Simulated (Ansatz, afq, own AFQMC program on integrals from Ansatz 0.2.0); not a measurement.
Integrals from Ansatz 0.2.0, then the random walk in our own AFQMC program (afq).

```yaml
crystal:
  periodic: [false, false, false]
  atoms:
    - {symbol: B, position_ang: [0.000000, -0.124007, 0.773899]}
    - {symbol: N, position_ang: [0.000000, -0.022422, -0.597982]}
    - {symbol: H, position_ang: [0.000000, 0.956413, 1.330586]}
    - {symbol: H, position_ang: [0.000000, 0.685254, -1.321528]}
basis:
  gaussian: {orbitals: cc-pVDZ}
magnetization: {spin_polarized: true, initial_magnetization: 2}
correlation: {method: ccsd_t, electrons: outside_noble_gas, hamiltonian_folder: ham}
```

```sh
$ ansatz run in.yaml --threads 1 --pin off --events-out ev --progress --plain --max-ram 1843MiB
```

afq runs on the folder ham with

```
--method phaseless --trial hf --walkers 120 --populations 1 --least-time 40 --time-step 0.005 --steps-per-block 20 --equilibration-blocks 112 --max-blocks 600 --target-error 0.00114 --factor-cut 1e-05 --start spin_pure --seed 4893 --taylor-order 6
```

Times are imaginary, in 1/Eh. The walk had a cap of 1086 s.

afq prints:

```
orbitals 36  electrons 6 4  factors 279 of 355
reference energy -80.19420432 Eh
CCSD correlation -0.22611422 Eh in 15 cycles, weight of the determinant in the CISD state 0.8961
energy of the start -80.194397 Eh
 block  time / (1/Eh)  mean weight  energy / Eh
     1     0.100  1.0004  -80.250549
     2     0.200  1.0011  -80.286309
     3     0.300  1.0003  -80.336798
     4     0.400  1.0020  -80.364192
     5     0.500  1.0013  -80.381071
    10     1.000  1.0007  -80.423738
    86     8.600  1.0012  -80.426276
   171    17.100  0.9996  -80.438664
   256    25.600  0.9995  -80.429611
   341    34.100  1.0006  -80.413880
   426    42.600  1.0018  -80.443028
   511    51.100  1.0018  -80.429135
   528    52.800  0.9989  -80.396994
   596    59.600  0.9991  -80.410564
   681    68.100  1.0004  -80.524475
   698    69.800  1.0011  -80.453862
blocks merged  error / Eh  count
     1  0.000772  600
     2  0.001023  300
     4  0.001316  150
     8  0.001568  75
    16  0.001646  37
    32  0.001822  18
    64  0.001678  9
energy -80.428591 +/- 0.001822 Eh
(rows thinned)
```

The run passed its tests (sampling time, drift between the halves within three errors, error under three times the target), which doesn't prove that it has relaxed.

Against this walk (error 49.6 meV) on the same determinant: CCSD(T) 47.4 meV higher (within the noise), CCSDT(Q) 2.9 meV lower (within the noise), a separate phaseless walk with a CISD trial and standard settings 3.8 ± 51.2 meV higher (within the noise). The error is statistical and leaves out the bias of the constraint.

Cautions: constraint bias not in the error; error above the target (49.6 against 31.0 meV); lower spins were not checked.

The walk took 4 min on 1 thread of Arm Neoverse V2 (shared host). The log's last line is the phaseless energy.

CCSDT and higher add their correlation energy to the determinant of the CCSD(T) run, since their own runs factorise the integrals more tightly (a shift of under 2 meV). A walk keeps the symmetry of its determinant, which the program's search chose and which needn't be the lowest solution, so a lower state of the same spin and another symmetry isn't excluded.
